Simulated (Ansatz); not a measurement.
# B–BH–F, quintet: the ladder up to UCCSDT(Q)

Geometry: that of the B–BH–F, triplet, kept fixed. The triplet lies 4.2 eV lower here.

| atom | x (Å) | y (Å) | z (Å) |
| --- | --- | --- | --- |
| B | 0.0000 | -0.2860 | 1.6155 |
| B | 0.0000 | 0.4445 | 0.1548 |
| F | 0.0000 | -0.1777 | -1.0181 |
| H | 0.0000 | 1.6488 | 0.2021 |

Basis cc-pVDZ; Ansatz 0.2.0. Correlated methods freeze the noble-gas cores, which leaves 14 electrons in 44 orbitals. Prefix R: restricted or restricted open-shell reference; prefix U: unrestricted.

Full CI isn't at hand for all of this; UCCSDT(Q) serves as the reference, and is uncertain by about the last step of the cluster series. The frozen core follows each run's orbitals, which can shift R against U totals by a few meV.

For open shells CISD is restricted-active-space CI with the open shells as a complete middle space.

```
UHF ⟨S²⟩                          : 6.009
T1 diagnostic (RCCSD)             : 0.0424
largest doubles amplitude (RCCSD) : 0.064
T1 diagnostic (UCCSD)             : 0.0355
```

```
    level  E − E(UCCSDT(Q)) (meV)  share of correlation (%)  wall time
      RHF                    8755                      0.00          –
      UHF                    8669                      0.98          –
     RMP2                     932                     89.36          –
     UMP2                     901                     89.71          –
     CISD                     926                     89.43    2.2 min
    RCCSD                     274                     96.87          –
    UCCSD                     270                     96.92          –
 RCCSD(T)                      53                     99.40       22 s
 UCCSD(T)                      52                     99.41       24 s
  BCCD(T)                      45                     99.48      9.6 s
   RCCSDT                      19                     99.78          –
   UCCSDT                      18                     99.79          –
RCCSDT(Q)                       7                     99.92      3 min
```

The correlation energy at UCCSDT(Q), counted from RHF, is -8.755 eV. That run took 2.6 min on 1 thread of Intel Xeon, shared host.

Times hold each run's SCF and search for its determinant on a shared host, so for small cases they say little of a method's own cost; they ran on 1 thread of Intel Xeon.
